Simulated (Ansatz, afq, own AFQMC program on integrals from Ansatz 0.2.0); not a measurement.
## AlBH2, singlet → AlBH₂⁺, doublet

```xyz
4

B     0.0000    0.0000    1.7315
Al    0.0000    0.0000   -0.5881
H     0.0000   -1.3671   -1.4148
H     0.0000    1.3671   -1.4148
```

Connectivity, by distances: B–AlH2.

E(doublet, charge +1) − E(singlet, charge +0) at this geometry, on RHF and UHF determinants.

Basis 6-31G. Only valence electrons are correlated. Integrals, coupled cluster, full CI and functionals: Ansatz 0.2.0; the random walks run on the same integrals in our own AFQMC program. ph-AFQMC/CISD is guided by a CISD state made of CCSD amplitudes; releasing the constraint for a short imaginary time cuts its bias at the price of noise, slowly where states lie close. Error bars are statistical, one sigma. The errors of all members are added in quadrature.

Full CI is exact in this basis; where marked, its frozen core comes from its own orbitals, which moves totals by up to a few meV.

Errors are counted within 6-31G, not against nature.

Cautions: AlBH₂ (singlet): another spin lies lower, restricted determinant unstable towards unrestricted (UHF 482 meV lower, ⟨S²⟩ 0.80), full CI with its own frozen core; AlBH₂⁺ (doublet): full CI with its own frozen core.

| level | vertical ionization energy (eV) |
| --- | --- |
| MP2 | 6.855 |
| CCSD | 6.994 |

From these cheaper values, estimate the vertical ionization energy at the reference level in 6-31G.

7.015 eV (full CI in 6-31G).

```tsv
level	vertical ionization energy (eV)	error against FCI (eV)
HF	6.460	-0.555
CCSD(T)	7.009	-0.006
CCSDT	7.010	-0.005
CCSDT(Q)	7.013	-0.002
CCSDTQ	7.015	0.000
ph-AFQMC/CISD	7.021 ± 0.006	0.006 ± 0.006
released AFQMC	7.024 ± 0.008	0.009 ± 0.008
```

Correlation beyond CCSD(T) adds 0.006 eV. The perturbative (T) step is worth +0.016 eV.

CCSDT and higher add their correlation energy to the determinant of the CCSD(T) run, since their own runs factorise the integrals more tightly (a shift of under 2 meV). A walk keeps the symmetry of its determinant, which the program's search chose and which needn't be the lowest solution, so a lower state of the same spin and another symmetry isn't excluded. Released energies are given only where the last usable release times agree within the noise; a slower fall can still hide under it.
